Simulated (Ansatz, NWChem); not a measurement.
## Strength of the Li–Li bond: Li2 → 2 Li

Species: Li2 (lithium dimer), singlet; Li atom, doublet. 

Shapes, held fixed at every level: measured bond length. Programs: Ansatz 0.2.0, NWChem 7.3.0. The zero-point and thermal change to 298 K, harmonic and unscaled (5/2 RT less the spin-orbit lowering for atoms, PBE0/aug-cc-pVTZ), is +0.7 kJ/mol.

(1) Estimate the reaction enthalpy at 298 K.

## Answers

(1) From tabulated heats of formation (NIST-JANAF tables, tabulated atomic heats), ΔH(298 K) = +102.7 kJ/mol. Nearest: CCSD(T)/aug-cc-pVTZ (+2.2); farthest: RPA@PBE/def2-SVP (-46.8). 2 of 8 levels lie within 10 kJ/mol. The heats of Li2 come from older tables and can be uncertain by 10 kJ/mol or more. Electron pairs are made or broken, so correlation matters. Open shells run unrestricted. Outer-core shells of Li are correlated in most correlated rows, in sets that cover them unevenly.

| level | kind | ΔH (kJ/mol) | computed − measured |
| --- | --- | --- | --- |
| PBE/aug-cc-pVTZ | GGA | +85.1 | -17.6 |
| BHLYP/def2-SVP | global hybrid | +85.6 | -17.1 |
| CAM-B3LYP/def2-SVP | range-separated hybrid | +88.7 | -14.0 |
| wB97X/def2-SVP | range-separated hybrid | +90.2 | -12.5 |
| CAM-B3LYP/aug-cc-pVTZ | range-separated hybrid | +89.2 | -13.5 |
| RPA@PBE/def2-SVP | RPA | +55.9 | -46.8 |
| CCSD(T)/aug-cc-pVTZ | coupled cluster or CI | +104.9 | +2.2 |
| BCCD(T)/aug-cc-pVTZ | coupled cluster or CI | +104.9 | +2.2 |
